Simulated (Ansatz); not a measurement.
A made-up structure of C$_{2}$HO, doublet:

| atom | x (Å) | y (Å) | z (Å) |
| --- | --- | --- | --- |
| C1 | -0.3989 | 0.7251 | -0.1139 |
| C2 | 0.1409 | -0.5479 | 0.2960 |
| O3 | 0.4989 | -1.6874 | 0.8267 |
| H4 | -0.2408 | 1.5102 | -1.0088 |

It is relaxed with PBE-D4/def2-SVP and then PBE0-D4/def2-TZVP (Ansatz 0.2.0). Atoms count as bonded within 1.22 times the sum of their covalent radii (H–H: 0.88 Å). The end point is not checked to be a true minimum.

Task: Does its bonding change? (A judgement: the text doesn't fix the answer.)

Result: By the calculation: No: no bond forms or breaks.

Where it ends: The first stage lowers the energy by 1.21 eV in 7 steps. It ends as C₂HO ([CH][C][O]):
```xyz
4
angstrom
C -0.3564 0.6475 -0.1015
C 0.1257 -0.4892 0.2643
O 0.4457 -1.5067 0.7378
H -0.2150 1.3483 -0.9006
```

Labels in which every atom is bracketed show which atoms are joined, not bond orders.

For scale, one of the runs: PBE0-D4/def2-TZVP relaxation, 99 basis functions, launched by `ansatz run in.yaml --threads 2 --pin off --events-out ev --progress --plain --max-ram 4352MiB`. The run took about 20 s on 2 CPU threads of an Arm Neoverse V1 (shared host).
